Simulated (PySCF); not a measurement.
# CH⁺ from Hartree–Fock to correlated methods

State: ¹Σ⁺ (singlet), closed shell. Set-up: basis H 6-31G(d,p), C 6-31G(d,p); no relativity; PySCF 2.14. De refers to H + C⁺ in their high-spin ground configurations, without counterpoise correction. A positive dipole points towards C; it is taken about the centre of mass and depends on that origin.

| Level | Re (Å) | ωe (cm⁻¹) | De (eV) | μ (D) |
| --- | --- | --- | --- | --- |
| RHF | 1.109 | 3124 | 3.05 | -1.97 |
| RHF-MP2 | 1.118 | 3031 | 3.79 | n/a |
| RHF-SCS-MP2 | 1.119 | 3021 | 3.89 | n/a |
| RHF-CCSD | 1.124 | 2949 | 3.94 | n/a |
| RHF-CCSD(T) | 1.125 | 2941 | 3.97 | n/a |
| LDA | 1.164 | 2658 | 4.66 | -1.82 |
| PBE | 1.155 | 2712 | 4.21 | -1.77 |
| BP86 | 1.154 | 2706 | 4.33 | -1.78 |
| r²SCAN | 1.140 | 2815 | 4.03 | -1.83 |
| PBE0 | 1.139 | 2852 | 4.11 | -1.84 |
| CAM-B3LYP | 1.137 | 2862 | 4.20 | -1.87 |
| B2PLYP | 1.128 | 2920 | 4.08 | -1.90 |

Problem. Which functional lies closest to RHF-CCSD(T) in De, which farthest, and by how much do they differ from it?

Solution. Closest is r²SCAN (+1.5 pm in Re, -4.3 % in ωe, +0.06 eV in De against RHF-CCSD(T) in the same basis), farthest LDA (+3.9 pm in Re, -9.6 % in ωe, +0.69 eV in De). CCSD(T) converges more slowly with the basis than the functionals do and binds too weakly in this one, so the order can change at the basis-set limit.

Problem. What does a quarter of exact exchange do here, going from PBE to PBE0?

Solution. PBE0 less PBE: -1.6 pm in Re, +5.2 % in ωe, -0.10 eV in De. Exact exchange removes part of the self-interaction that spreads semilocal densities, and in most molecules shortens and stiffens the bond and lowers De; so it does here.

Problem. What does the step from GGA to meta-GGA do here, going from PBE to r²SCAN?

Solution. r²SCAN less PBE: -1.5 pm in Re, +3.8 % in ωe, -0.18 eV in De. 

Correlated steps freeze 1 core orbital. Correlated levels converge slowly with the basis: in double zeta they bind strong bonds too weakly, by up to about 1 eV, and carry superposition errors of some tenths. For an ion De counts to the pair picked by the measured ionisation energies or electron affinities, which need not be the lowest pair at this level. Where the molecule has an RHF reference, its open-shell atoms are computed with UHF. B2PLYP dipoles, levels and charges come from its SCF part alone.
